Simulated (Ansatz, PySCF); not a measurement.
Molecule: C₄H₅, net charge -1, singlet state. It need not be the lowest isomer of its formula. Whether it binds its extra electron was not tested at this geometry. 
Geometry from a B3LYP-D3(BJ)/def2-TZVP (Ansatz, an electronic-structure program) optimisation:
SMILES: [CH2-]C#CC
```xyz
9

C     -0.0143     0.1244     1.9547
C     -0.0076    -0.1912     0.6428
C     -0.0025    -0.5669    -0.5688
C      0.0182     0.2953    -1.7929
H     -0.9402     0.2470     2.5111
H      0.9054     0.2241     2.5260
H      0.0301     1.3866    -1.5964
H      0.8926     0.0755    -2.4207
H     -0.8512     0.0972    -2.4348
```
Charge -1, spin multiplicity 1.

Total electronic energies in hartree. Correlated levels leave the core frozen unless marked. Spin-orbit coupling is left out. Non-relativistic. 

| level | program | energy (Eh) |
|---|---|---|
| BLYP/def2-TZVPD | Ansatz | -155.33655 |
| r2SCAN-D3(BJ)/def2-TZVPD | Ansatz + dftd3 | -155.30554 |
| r2SCAN-D4/def2-TZVPD | Ansatz + dftd4 | -155.30562 |
| PBE0/def2-TZVPD | Ansatz | -155.20498 |
| TPSSh-D4/def2-TZVPD | PySCF + dftd4 | -155.42297 |
| TPSSh/def2-TZVPD | PySCF | -155.41575 |
| HSE06-D3(BJ)/def2-TZVPD | Ansatz + dftd3 | -155.19900 |
| wB97M-V/def2-TZVPD | Ansatz | -155.32267 |
| B2GP-PLYP-D4/def2-TZVPD | Ansatz + dftd4 | -155.22110 |
| B2GP-PLYP/def2-TZVPD | Ansatz | -155.21866 |
| B2PLYP-D3(BJ)/def2-TZVPD | Ansatz + dftd3 | -155.25856 |
| MP2/cc-pVDZ | Ansatz | -154.80593 |
| SCS-MP2/STO-3G | Ansatz | -152.45425 |
| SCS-MP2/cc-pVDZ | Ansatz | -154.79842 |

Totals of different functionals don't rank their quality; only differences between species are comparable.
